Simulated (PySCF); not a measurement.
Gas-phase reaction: 3 HBNH ⇌ 2 BH3 + B + 3 N

Energies from PySCF, thermal terms from the rigid-rotor harmonic-oscillator model, ideal gas at 1 bar. † marks an energy on the PBE0/def2-TZVP geometry and frequencies; other levels use their own. MP2 freezes the core. 6-31G* has spherical d functions here. Open shells (unrestricted): B (multiplicity 2, electronic degeneracy 6), N (multiplicity 4); the rest are closed-shell singlets. Spin-orbit splitting is ignored; it lowers the true energy and changes the entropy of B. B3LYP is the form with VWN-RPA correlation. HBNH: computed as isolated molecules; such fragments, hydroxides, amides, oligomers or adducts are transient or little studied in the gas. MP2 isn't extrapolated to the basis-set limit; its ΔH°(298 K) is 1992.8 kJ in def2-SVP and 2057.4 kJ in def2-TZVPP. The harmonic model lacks anharmonicity and excited electronic states, which grow with temperature; levels with a mode under 35 cm⁻¹ are left out.

```
level              ΔE electronic, kJ  ΔH°(298 K), kJ  ΔS°(298 K), J/K  ΔG°(1800 K), kJ
-----------------  -----------------  --------------  ---------------  ---------------
B3LYP/6-31G*                    2027            1980              361             1323
HF/6-31G*                       1095            1040              368              362
HF/def2-TZVP†                   1167            1119              360              463
M06-2X/def2-TZVP†               2097            2049              360             1393
MP2/def2-TZVPP†                 2106            2057              360             1401
PBE/def2-TZVP†                  2246            2198              360             1542
PBE0/def2-QZVP†                 2117            2068              360             1412
PBE0/def2-TZVP                  2105            2056              360             1400
LDA/def2-TZVP†                  2552            2504              360             1848
```
ΔH° is lowest at HF/6-31G* and highest at LDA/def2-TZVP†. No reference value is set beside these.
